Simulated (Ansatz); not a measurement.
Relaxing a trial structure of CH3B

The starting geometry of this gas-phase singlet was optimised with GFN2-xTB; its bonds are those of `[BH2-]=[CH+]`.

```yaml
atoms:
  - { symbol: C, position_ang: [-1.3985, -0.9841, -0.3869] }
  - { symbol: B, position_ang: [-1.4664, -0.8436, 0.9755] }
  - { symbol: H, position_ang: [-0.7680, -1.4914, 1.6524] }
  - { symbol: H, position_ang: [-2.1922, -0.0967, 1.5018] }
  - { symbol: H, position_ang: [-1.3355, -1.1143, -1.4426] }
```

Task: Predict what becomes of its bonds when it is optimised with r2SCAN-D4/def2-TZVP.

Result: It rearranges, giving a structure given below by its coordinates. Contacts that open: B2–H3 (1.17 → 2.16 Å). Contacts that close: C1–H3 (2.19 → 1.09 Å).

The energy falls by 1.68 eV over 17 steps:

```tsv
step	E − E(last) (eV)
1	1.677
3	1.645
5	1.615
6	1.564
8	1.126
10	0.545
12	0.133
13	0.117
15	0.002
17	0.000
```

Final geometry (Å):

```xyz
5

C    -1.1380   -1.2027    0.1025
B    -1.8733   -0.4610    0.9963
H    -0.3445   -1.8767    0.4119
H    -2.5012    0.1722    1.7596
H    -1.3036   -1.1620   -0.9701
```

The end wasn't checked by frequencies. Run with Ansatz 0.2.0, 20 s on 1 thread of Intel(R) Xeon(R) Platinum 8259CL CPU @ 2.50GHz (Skylake/Cascade Lake), with other jobs on the host.
